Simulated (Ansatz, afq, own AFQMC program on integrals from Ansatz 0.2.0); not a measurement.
AlBH₂, singlet: energetics from AFQMC and coupled cluster

```yaml
atoms:
  - { symbol: B, position_ang: [0.0000, 0.0000, 1.4848] }
  - { symbol: Al, position_ang: [0.0000, 0.0000, -0.7557] }
  - { symbol: H, position_ang: [0.0000, 1.0050, 2.1514] }
  - { symbol: H, position_ang: [0.0000, -1.0050, 2.1514] }
```

Geometry: a PBE0/def2-TZVP stationary point, not shown to be a minimum. Basis cc-pVTZ. Noble-gas cores (and the filled d shells of Ga–Kr and In–Xe) are frozen. AFQMC by an in-house program on the Cholesky factors that Ansatz 0.2.0 writes for its CCSD(T) run. The CISD trial takes its coefficients from CCSD amplitudes. Released means that phaseless walkers are propagated on without the constraint, phases kept. ± is one standard error of the sampling.

Best estimates are CCSD(T) at the basis-set limit (def2-TZVPP/QZVPP) plus the step from CCSD(T) to the highest rung at hand in cc-pVTZ, named in the table (released AFQMC can keep some 10 meV of bias). No zero-point, core-correlation or spin–orbit terms. Other levels are in cc-pVTZ; a dash marks a level that is missing or breaks spin symmetry for a member.

Cautions: AlBH₂ (singlet): higher spins were not checked, restricted determinant unstable towards unrestricted (UHF 204 meV lower, ⟨S²⟩ 0.69), its ph-AFQMC/CISD value lies 17 ± 5 meV above CCSDT(Q); AlBH₂⁺ (doublet): the released energies move by 1.5 errors or more from one time to the next, so no released level is given (meV from the phaseless value at times in 1/Eh: -9.8 ± 2.4 at 0.24, -9 ± 3 at 0.51, -8 ± 3 at 0.99, 0 ± 3 at 1.62, -10 ± 5 at 2.40), though the last usable value meets CCSDT(Q) within the noise.

```
                         process  wB97M-V (eV)
to charge +1, doublet (vertical)          7.41
                   to free atoms         10.09
```

Q: From these values, estimate the best estimates.

A: 
```csv
process,best estimate (eV),highest rung
"to charge +1, doublet (vertical)",7.58,CCSDT(Q)
to free atoms,9.97,CCSDT(Q)
```

Errors against the best estimates in eV, in the same order:

| level | error, 1 | error, 2 |
| --- | --- | --- |
| MP2 | -0.27 | -0.27 |
| CCSD(T) | -0.07 | -0.22 |
| ph-AFQMC/CISD | -0.07 ± 0.006 | -0.22 ± 0.005 |
| CCSD(T)/CBS | -0.01 | -0.01 |
| wB97M-V | -0.16 | 0.12 |

Cost at the first geometry (cards were shared with other jobs): PBE0/cc-pVTZ, 3.9 s on 1 thread of AMD EPYC 7R13 Processor (Zen 3), on a shared host; RCCSD(T)/cc-pVTZ, 3.1 s on 1 × NVIDIA H100 80GB HBM3 with 1 thread of AMD EPYC 7R13 Processor (Zen 3), on a shared host; CCSD(T)/def2-QZVPP, 3.4 s on 1 × NVIDIA H100 80GB HBM3 with 1 thread of AMD EPYC 7R13 Processor (Zen 3) (shared host); CCSDT(Q), 4.9 s on 1 × NVIDIA H100 80GB HBM3 with 1 thread of AMD EPYC 7R13 Processor (Zen 3) (shared host); ph-AFQMC/CISD with release, 55 s on 1 × NVIDIA H100 80GB HBM3 with 2 threads of AMD EPYC 7R13 Processor (Zen 3) (shared host).

Best estimates are given only where the step beyond CCSD(T) is under 0.3 eV and no member's determinant is very poor (T1 over 0.05, or 0.07 for open shells, ⟨S²⟩ too high by 0.3, two states mixed), so the hardest cases are missing from such tables.

The functionals ran in a triple-zeta set and keep a basis error of their own, a few kJ/mol for each bond in atomization energies and more for double hybrids, so close places among them and the extrapolated levels can swap.

CCSDT and higher add their correlation energy to the determinant of the CCSD(T) run, since their own runs factorise the integrals more tightly (a shift of under 2 meV). Each member of a difference takes its own highest rung, so a best estimate needn't equal the limit plus the step of one row. A walk keeps the symmetry of its determinant, which the program's search chose and which needn't be the lowest solution, so a lower state of the same spin and another symmetry isn't excluded.
